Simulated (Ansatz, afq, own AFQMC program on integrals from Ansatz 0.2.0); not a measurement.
## Fe, quintet → Fe⁺, sextet

A free Fe atom.

E(sextet, charge +1) − E(quintet, charge +0) at this geometry, on UHF and UHF determinants.

Basis def2-SVP. Noble-gas cores (and the filled d shells of Ga–Kr and In–Xe) are frozen. AFQMC by an in-house program on the Cholesky factors that Ansatz 0.2.0 writes for its CCSD(T) run. ph-AFQMC/CISD is guided by a CISD state made of CCSD amplitudes; releasing the constraint for a short imaginary time cuts its bias at the price of noise, slowly where states lie close. ± is one standard error of the sampling. The metal's outer-core s and p shells are frozen, which shifts wave-function levels against functionals. The errors of all members are added in quadrature.

Full CI on the same integrals is exact in this basis and with this determinant's frozen core.

Errors are counted within def2-SVP, not against nature.

Cautions: no relativity below Rb; outer-core shells of the metal frozen; Fe (quintet): the released energies are still falling, so no released level is given (meV from the phaseless value at times in 1/Eh: -1.4 ± 1.7 at 0.60, 2 ± 3 at 1.20, -5.3 ± 1.8 at 2.00, -13 ± 5 at 3.00, -15 ± 3 at 4.20).

| level | vertical ionization energy (eV) |
| --- | --- |
| HF | 6.311 |
| CCSD | 7.274 |

Q: From these cheaper values, estimate the vertical ionization energy at the reference level in def2-SVP.

A: 7.317 eV (full CI in def2-SVP).

| level | vertical ionization energy (eV) | error against FCI (eV) |
| --- | --- | --- |
| MP2 | 6.993 | -0.324 |
| CCSD(T) | 7.310 | -0.007 |
| CCSDT | 7.317 | 0.000 |
| CCSDT(Q) | 7.317 | 0.000 |
| CCSDTQ | 7.317 | 0.000 |
| ph-AFQMC/CISD | 7.310 ± 0.002 | -0.006 ± 0.002 |

Correlation beyond CCSD(T) adds 0.007 eV. The perturbative (T) step is worth +0.036 eV.

CCSDT and higher add their correlation energy to the determinant of the CCSD(T) run, since their own runs factorise the integrals more tightly (a shift of under 2 meV). A walk keeps the symmetry of its determinant, which the program's search chose and which needn't be the lowest solution, so a lower state of the same spin and another symmetry isn't excluded.
